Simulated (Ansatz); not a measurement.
# Changing the shape of C₂H, doublet

Program: Ansatz, Gaussian basis, development build. Basis cc-pVDZ, nonrelativistic, 2 orbitals frozen in the corrections; active space CAS(9,9). Restricted Hartree–Fock, then the lowest state-specific CASSCF solution met for each case. On stretched bonds single-reference methods can fail or change state. Unlike active orbitals can shift such differences by tenths of an eV, at times by over 1 eV.

Case A:

```xyz
3

H     0.0000    0.0000   -1.4288
C     0.0000    0.0000   -0.4385
C     0.0000    0.0000    0.6767
```

Case B:

```
atom   x (Å)   y (Å)    z (Å)
   H  0.0000  0.0000  -1.5530
   C  0.0000  0.0000  -0.4767
   C  0.0000  0.0000   0.7355
```

Case C:

```xyz
3

H     0.0000    0.0000   -1.6772
C     0.0000    0.0000   -0.5148
C     0.0000    0.0000    0.7943
```

Energy less that of case A, in eV:

```tsv
case	RHF/ROHF
B	-0.515
C	-0.389
```

Question: Give the SC-NEVPT2 energies against case A.

Answer: B: -1.024 eV (-23.6 kcal/mol); C: -0.737 eV (-17.0 kcal/mol).

Question: Which case is lowest, and do the methods agree?

Answer: B is lowest in SC-NEVPT2. Of the methods shown, RHF/ROHF agrees.
